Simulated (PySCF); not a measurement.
# Towards the basis-set limit for CF−

Aim: bond length, wavenumber and bond energy of CF− near the limit of CCSD(T), built from two basis sets and any small corrections listed.

Method: CCSD(T) on ROHF, no relativity in the base curves; scalar relativity is added as a correction; program: PySCF 2.14.0.

3 further runs of the same task are left out: 3 set aside as unsound or not needed.

### Step 1. The job

```
molecule             : CF−
state                : triplet, unpaired electrons π ↑↑
smaller basis        : C aug-cc-pVDZ, F aug-cc-pVDZ
larger basis         : C aug-cc-pVTZ, F aug-cc-pVTZ
frozen core orbitals : 2
extrapolation        : correlation as n⁻³ (n = 2, 3), Hartree–Fock as (n+1)·exp(−9√n)
corrections          : core–valence correlation, scalar relativity
distances (Å)        : 1.2740, 1.3319, 1.3898, 1.4477, 1.5056, 1.5780, 1.6503
masses (u)           : 12.0000, 18.9984
dissociation limit   : C + F−
```

Started as:

```bash
$ OMP_NUM_THREADS=4 python comp.py task.json out
```

### Step 2. The runs

Before running it: what results should come out? Wanted: for each run, Re; ωe; ωexe; αe; De.

**Answer**, as computed:

| level | Re (Å) | ωe (cm⁻¹) | ωexe (cm⁻¹) | αe (cm⁻¹) | De (eV) |
| --- | --- | --- | --- | --- | --- |
| CCSD(T)/aug-cc-pVDZ(-PP) | 1.4919 | 717.1 | 7.10 | 0.0174 | 2.413 |
| CCSD(T)/aug-cc-pVTZ(-PP) | 1.4417 | 787.5 | 9.48 | 0.0204 | 2.661 |
| HF/CBS | 1.4236 | 812.7 | 13.5 | 0.0238 | 2.087 |
| MP2/CBS | 1.4305 | 812.2 | 8.76 | 0.0196 | 2.710 |
| CCSD/CBS | 1.4263 | 827.0 | 10.3 | 0.0206 | 2.636 |
| CCSD(T)/CBS | 1.4339 | 801.3 | 9.86 | 0.0208 | 2.723 |
| CCSD(T)/CBS+CV | 1.4303 | 806.1 | 9.98 | 0.0209 | 2.735 |
| CCSD(T)/CBS+CV+SR | 1.4306 | 805.1 | 9.94 | 0.0209 | 2.735 |

What this shows: The last step gives Re = 1.4306 Å, ωe = 805.1 cm⁻¹ and De = 2.735 eV; the smaller basis alone is off from it by +61.3 mÅ and -0.32 eV. Near the minimum the mean field binds by 2.08 eV and correlation adds 0.64 eV of binding. T1 is 0.028. Spin–orbit coupling and excitations beyond (T) are left out.
